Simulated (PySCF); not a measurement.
# Static response to an electric field

C2H4OP2.
Atom-mapped SMILES: `[H]/[P:5]=[P:4]/[C:2]([CH3:1])=[O:3]` (hydrogens: H6, H7, H8 on C1; H9 on P5)

Cartesian coordinates in Å at the GFN2-xTB level; atoms count from 1:
```
atom  x, y, z in Å
C1    -1.2371   -0.4412   -0.2326
C2    -0.4081    0.8095   -0.3105
O3    -0.6883    1.8413    0.2416
P4     1.1262    0.7694   -1.3668
P5     2.2191   -0.4349   -0.1613
H6    -1.3269   -0.7407    0.8105
H7    -0.7990   -1.2499   -0.8128
H8    -2.2389   -0.2221   -0.5996
H9     3.3665   -0.3252   -0.9625
```

Level: B3LYP/def2-SVPD (PySCF), static field, nuclei fixed, core orbitals frozen in the response. The polarisability tensor in these axes (au):

```
x    96.86 -12.76  -0.96
y   -12.76  75.08  -6.01
z    -0.96  -6.01  69.03
```

Task: Give the principal values, the mean and the anisotropy Δα = √{½[(α1 − α2)² + (α2 − α3)² + (α1 − α3)²]}.

Result: Principal values 63.22, 74.92 and 102.83 au; mean 80.32 au = 11.90 Å³ = 13.24 × 10⁻⁴⁰ C²·m²/J; Δα = 35.25 au (44 % of the mean).

Task: What is the dipole moment, and where does it point?

Result: (0.10, -2.47, -0.93) D, 2.64 D in size, pointing from the negative to the positive side. Measured along this direction, the outermost atoms are O3 at the negative end and H7 at the positive end.

Task: Orientational against electronic polarisability at 250 K (dilute gas, rigid molecules)?

Result: In Gaussian units μ²/3kT = 67.22 Å³ against 11.90 Å³, a ratio of 5.65; the Debye molar polarisation (4π/3)N_A(α + μ²/3kT) is 199.6 cm³/mol, leaving out the vibrational part.

Task: Directions of the eigenvectors, and the extent of the frame along each?

Result: Largest value along (0.90, -0.43, 0.05), where the nuclei span 5.09 Å; middle along (-0.34, -0.63, 0.70), 3.30 Å; least along (0.27, 0.65, 0.71), 2.78 Å. The response follows the extents in order.

Task: Find the Langevin capture rate constant for NO+ (29.998 u) meeting this molecule (105.974 u), k = 2.342 × 10⁻⁹ cm³/s × √(α in Å³ / reduced mass in u).

Result: The reduced mass is 23.38 u, so k = 1.67 × 10⁻⁹ cm³/s. The formula leaves out the permanent dipole, which adds to the capture rate.

Task: Rayleigh depolarisation ratio (linearly polarised light, static tensor)?

Result: ρ = 3Δα²/(45ᾱ² + 4Δα²) = 3727.3/(290344 + 4969.8) = 0.0126.

Task: What molar refraction does this α imply?

Result: Lorentz–Lorenz: R = (4π/3)N_A α = 2.5225 cm³/(mol·Å³) × 11.90 Å³ = 30.0 cm³/mol, in the limit of long wavelengths.

Isolated species at its GFN2-xTB geometry (one conformer only). GFN2-xTB frequencies show an imaginary mode (124i cm⁻¹), so this geometry is no minimum at that level.

These values come from a run that also computed excited states. Rough CPU time on one thread of a shared machine: about 40 s (with the writing of density and orbital grids).
